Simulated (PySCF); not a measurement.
A made-up structure of CH₂SSi, closed shell:

C1  (-0.551, 0.584, -0.483)
Si2  (0.557, -0.590, 0.488)
S3  (1.823, -1.931, 1.599)
H4  (-0.622, 1.756, -0.184)
H5  (-1.207, 0.181, -1.420)
(Å)

It is relaxed with PBE-D4/def2-SVP and then PBE0-D4/def2-TZVP (PySCF 2.14 with density fitting (its default auxiliary sets; JK sets also for MP2 and CCSD(T))). Atoms count as bonded within 1.22 times the sum of their covalent radii (H–H: 0.88 Å). The end point is not checked to be a true minimum.

Question: Does its bonding change? (Judge from chemistry; the calculation decides.)

Answer: The calculation gives: No: no bond forms or breaks.

Where it ends: The first stage lowers the energy by 1.19 eV in 8 steps. It ends as CH₂SSi ([CH2][Si][S]):
```json
{"atom": "C1", "x (Å)": "-0.4951", "y (Å)": "0.5234", "z (Å)": "-0.4369"}
{"atom": "Si2", "x (Å)": "0.4955", "y (Å)": "-0.5243", "z (Å)": "0.4284"}
{"atom": "S3", "x (Å)": "1.6285", "y (Å)": "-1.7218", "z (Å)": "1.4170"}
{"atom": "H4", "x (Å)": "-0.5593", "y (Å)": "1.5700", "z (Å)": "-0.1687"}
{"atom": "H5", "x (Å)": "-1.0820", "y (Å)": "0.1642", "z (Å)": "-1.2725"}
```

Labels in which every atom is bracketed show which atoms are joined, not bond orders.

For scale, one of the runs: PBE0-D4/def2-TZVP relaxation, 117 basis functions, launched by `OMP_NUM_THREADS=2 python run.py`. Hardware: 2 CPU threads of an Arm Neoverse V1, shared host. Wall time 43 s; peak host memory 1.1 GiB.
